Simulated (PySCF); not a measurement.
**From a raw peak list to a structure**

Formula C$_{4}$H$_{7}$N. The spectrum was simulated from the full spin Hamiltonian at 400 MHz with 0.8 Hz Lorentzian lines, from shifts rounded to 0.01 ppm and J to 0.1 Hz, couplings under 1 Hz left out. Exchangeable protons (1H) are left uncoupled and out of the list.

Maxima in Hz from TMS (height), grouped by integral:
1H: 2681.4 (29), 2677.4 (30), 2669.5 (31), 2665.5 (31), 2662.8 (32), 2658.8 (31), 2650.9 (32), 2646.9 (32)
1H: 1954.7 (66), 1953.2 (66), 1942.8 (64), 1941.2 (64)
1H: 1914.2 (64), 1912.2 (65), 1895.6 (61), 1893.6 (62)
1H: 923.9 (9), 922.0 (14), 921.1 (14), 919.7 (21), 919.1 (20), 918.4 (26), 917.7 (25), 917.0 (28), 916.5 (28), 915.6 (28), 915.1 (28), 914.4 (26), 913.7 (26), 913.0 (21), 912.4 (22), 911.0 (15), 910.2 (15), 908.2 (9)
1H: 703.9 (64), 701.5 (66), 698.5 (62), 696.1 (62)
1H: 478.6 (65), 476.0 (100), 473.4 (63)

How the numbers were obtained: KT3/pcSseg-2 with gauge-including orbitals, structure optimised with PBE0-D3(BJ)/def2-SVP, B3LYP/pcJ-1 coupling constants (spin–dipole term only in couplings to heteroatoms), in PySCF 2.14 (no relativistic terms, one conformer, in vacuum).

Scale: 1H vs TMS (reference shieldings calculated alike).

Question: Analyse the multiplets.

Answer: 1H NMR (400 MHz, computed): δ 6.66 (ddd, J = 18.6, 11.9, 4.0 Hz, 1H), 4.87 (dd, J = 11.9, 1.5 Hz, 1H), 4.76 (dd, J = 18.6, 2.0 Hz, 1H), 2.29 (m, 1H), 1.75 (dd, J = 5.4, 2.4 Hz, 1H), 1.19 (t, J = 2.6 Hz, 1H), 0.57 (br s, 1H). These are first-order names from the parameters used; overlap and second-order distortion can hide them in the list.

Question: What is the compound?

Answer: `InChI=1S/C4H7N/c1-2-4-3-5-4/h2,4-5H,1,3H2/t4-/m0/s1`.

Structure with atom numbers: `[CH2:1]=[CH:2][C@H:3]1[CH2:4][NH:5]1`. Each H is labelled by its parent atom. Ha(C4) is cis to C2 on the ring; Ha(C1) is cis to C3; Hb(C4) is trans to C2 on the ring; Hb(C1) is trans to C3.

δ 6.66: H(C2), hydrogen on an alkene CH, coupled to Ha(C1) (18.6 Hz), Hb(C1) (11.9 Hz), H(C3) (4.0 Hz). δ 4.87: Hb(C1), hydrogen on a terminal =CH2 carbon, coupled to H(C2) (11.9 Hz), H(C3) (1.5 Hz). δ 4.76: Ha(C1), hydrogen on a terminal =CH2 carbon, coupled to H(C2) (18.6 Hz), H(C3) (2.0 Hz). δ 2.29: H(C3), hydrogen on an aziridine ring carbon, coupled to Hb(C4) (5.4 Hz), H(C2) (4.0 Hz), Ha(C4) (2.8 Hz), Ha(C1) and Hb(C1) (1.8 Hz). δ 1.75: Hb(C4), hydrogen on an aziridine ring carbon, coupled to H(C3) (5.4 Hz), Ha(C4) (2.4 Hz). δ 1.19: Ha(C4), hydrogen on an aziridine ring carbon, coupled to H(C3) and Hb(C4) (2.6 Hz). δ 0.57: H(N5), hydrogen on an amine nitrogen.

This is the structure that produced the data.

The OH or NH signal is concentration- and solvent-dependent in practice; the value given is the gas-phase one. Multiplet labels drop couplings under 1 Hz and merge nearly equal ones. Unscaled 3J(H,H) at this level run about 10 % above measured values. Couplings across =CH–CH2 type bonds come from one rotamer and its mirror image, and can be 1–2 Hz further off. Couplings to exchangeable protons are dropped. Vicinal couplings across rotatable single bonds and in flexible rings belong to the one computed conformer; a conformer average would change them.
